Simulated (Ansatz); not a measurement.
Start from `C=C=CCC` and change one atom or group to get `C=C=CC`.

Ansatz, PBE0-D4/def2-TZVP geometries, multiplicity 1. Each molecule was computed in one conformer, which needn't be the lowest.

```
                                      property  `C=C=CCC`
            HOMO energy (PBE0/def2-TZVPP) / eV      -7.21
           HOMO energy (B3LYP/def2-TZVPP) / eV      -7.00
          HOMO–LUMO gap (PBE0/def2-TZVPP) / eV       7.59
             LUMO energy (PBE/def2-TZVPP) / eV      -0.62
zero-point energy (PBE0-D4/def2-TZVP) / kJ/mol      296.2
         HOMO–LUMO gap (B3LYP/def2-TZVPP) / eV       7.13
```

Problem. Give the same properties after the change, and the shifts. (Estimate.)

Solution. Computed: 
```tsv
property	`C=C=CC`	shift
HOMO energy (PBE0/def2-TZVPP) / eV	-7.21	0.00
HOMO energy (B3LYP/def2-TZVPP) / eV	-7.00	0.00
HOMO–LUMO gap (PBE0/def2-TZVPP) / eV	7.58	-0.01
LUMO energy (PBE/def2-TZVPP) / eV	-0.63	-0.01
zero-point energy (PBE0-D4/def2-TZVP) / kJ/mol	220.7	-75.5
HOMO–LUMO gap (B3LYP/def2-TZVPP) / eV	7.12	-0.01
```

The zero-point energy changes by -75.5 kJ/mol with -9 modes.

B3LYP here is the variant with VWN-RPA as its local correlation; programs differ in this.
